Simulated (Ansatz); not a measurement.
A calculation with Ansatz (development build ahead of 0.2.0).

```yaml
crystal:
  periodic: [false, false, false]
  atoms:
    - { symbol: H, position_ang: [-1.47704, -0.40565, -0.59732] }
    - { symbol: "N", position_ang: [-0.82438, -0.30416, 0.19259] }
    - { symbol: "N", position_ang: [-2.85452, -0.97944, 3.43083] }
    - { symbol: H, position_ang: [-2.20185, -0.87795, 4.22074] }
basis:
  gaussian: { orbitals: STO-3G }
hamiltonian:
  xc: hf
correlation:
  method: fci
  frozen_orbitals: { H: 0, "N": 1 }
```

The input is written out in the form of the current development build from the run's settings.

Output:

- Converged: yes
- Reference energy: -108.26782 hartree
- Correlation energy: -0.29995 hartree
- Total energy: -108.56778 hartree
- State: lowest singlet root, of any spatial symmetry
